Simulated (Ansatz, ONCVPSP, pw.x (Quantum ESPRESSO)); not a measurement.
# pw.x on diamond Al: one setting changed

Potential: optimised norm-conserving Vanderbilt (ONCV), ONCVPSP 4.0.1.1 (patched build), LDA (Perdew-Wang 92); core [Ne], reference 3s2 3p0.5; waves: 3s: rc 1.95 bohr, ncon 4, nbas 7, qcut 2.6 1/bohr, 2 projectors, debl 1 Ha; 3p: rc 2.25 bohr, ncon 5, nbas 10, qcut 3.3 1/bohr, 2 projectors, debl 2 Ha; local part: polynomial inside 1.75 bohr (lpopt 4, dvloc0 0 Ha); core correction: Teter function fitted to the true core (icmod 2), fcfact 0.45.

The reference run (k-mesh 8³, cutoffs 70/280 Ry, Fermi–Dirac 0.01 Ry, mixing_beta 0.4, conv_thr 1e-9, no spin) gives 0.27 GPa at 26.369 Å³/atom, where all-electron LAPW gives -0.01 GPa. This run, with its own iteration cap, changes electron_maxstep to 4, a wrong or extreme entry chosen on purpose.

```
&control
  calculation='scf', prefix='x', pseudo_dir='./', outdir='./tmp', tstress=.true., disk_io='none'
/
&system
  ibrav=0, nat=2, ntyp=1, ecutwfc=70, ecutrho=280, nbnd=10,
  occupations='smearing', smearing='fd', degauss=0.01
/
&electrons
  conv_thr=1e-09, mixing_beta=0.4, electron_maxstep=4
/
ATOMIC_SPECIES
Al 1.0 Al.UPF
CELL_PARAMETERS angstrom
  0.00000000 2.97644517 2.97644517
  2.97644517 0.00000000 2.97644517
  2.97644517 2.97644517 0.00000000
ATOMIC_POSITIONS crystal
Al 0.0000 0.0000 0.0000
Al 0.2500 0.2500 0.2500
K_POINTS automatic
8 8 8 0 0 0
```

```bash
pw.x < Al.scf.in > Al.scf.out
```

How does the run end?

It does not reach self-consistency within its iteration cap.

```
Message from routine setup:
     using ibrav=0 with symmetry is DISCOURAGED, use correct ibrav instead
     lattice parameter (alat)  =       7.9545  a.u.
     unit-cell volume          =     355.8937 (a.u.)^3
     number of electrons       =         6.00
     number of Kohn-Sham states=           10
     kinetic-energy cutoff     =      70.0000  Ry
     charge density cutoff     =     280.0000  Ry
     scf convergence threshold =      1.0E-09
     Exchange-correlation= SLA  PW   NOGX NOGC
     number of k points=    29  Fermi-Dirac smearing, width (Ry)=  0.0100
     iteration #  1     ecut=    70.00 Ry     beta= 0.40
     total energy              =     -11.01733517 Ry
     estimated scf accuracy    <       0.02154949 Ry
     iteration #  2     ecut=    70.00 Ry     beta= 0.40
     total energy              =     -11.01573269 Ry
     estimated scf accuracy    <       0.00590317 Ry
     iteration #  3     ecut=    70.00 Ry     beta= 0.40
     total energy              =     -11.01619754 Ry
     estimated scf accuracy    <       0.00018327 Ry
     iteration #  4     ecut=    70.00 Ry     beta= 0.40
     total energy              =     -11.01620889 Ry
     estimated scf accuracy    <       0.00000053 Ry
     convergence NOT achieved after   4 iterations: stopping
     Message from routine punch:
     Nothing written, as per user request (disk_io='none')
```

The run took about 17 s on one core of a shared host (Neoverse-N1, 64 threads, 124 GiB, load 52).
